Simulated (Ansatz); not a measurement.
A made-up structure of MgSiH2F, doublet:

```
5
angstrom
F -0.0914 -0.9902 1.0823
Mg -0.2482 -2.1427 2.3950
Si 0.2589 0.5686 -0.8434
H -0.6885 0.6091 -1.9946
H 0.7692 1.9552 -0.6392
```

It is relaxed with PBE-D4/def2-SVP and then PBE0-D4/def2-TZVP (Ansatz 0.2.0). Atoms count as bonded within 1.22 times the sum of their covalent radii (H–H: 0.88 Å). The end point is not checked to be a true minimum.

Question: Does its bonding change? (A judgement: the text doesn't fix the answer.)

Answer: By the calculation: Yes. Formed: F1–Si3, Mg2–Si3; broken: F1–Mg2.

Where it ends: The first stage lowers the energy by 2.08 eV in 16 steps. It ends as MgSiH₂F ([F][SiH2][Mg]):
```csv
atom,x (Å),y (Å),z (Å)
F1,-1.3096,0.7296,0.6840
Mg2,0.8471,-2.0608,1.1356
Si3,-0.0240,0.1400,-0.1132
H4,-0.4792,-0.0715,-1.5248
H5,0.9657,1.2627,-0.1815
```

Labels in which every atom is bracketed show which atoms are joined, not bond orders.

For scale, one of the runs: PBE0-D4/def2-TZVP relaxation, 112 basis functions, launched by `ansatz run in.yaml --threads 2 --pin off --events-out ev --progress --plain --max-ram 4352MiB`. Hardware: 2 CPU threads of an Intel Xeon Platinum 8488C, shared host. Wall time about 30 s.
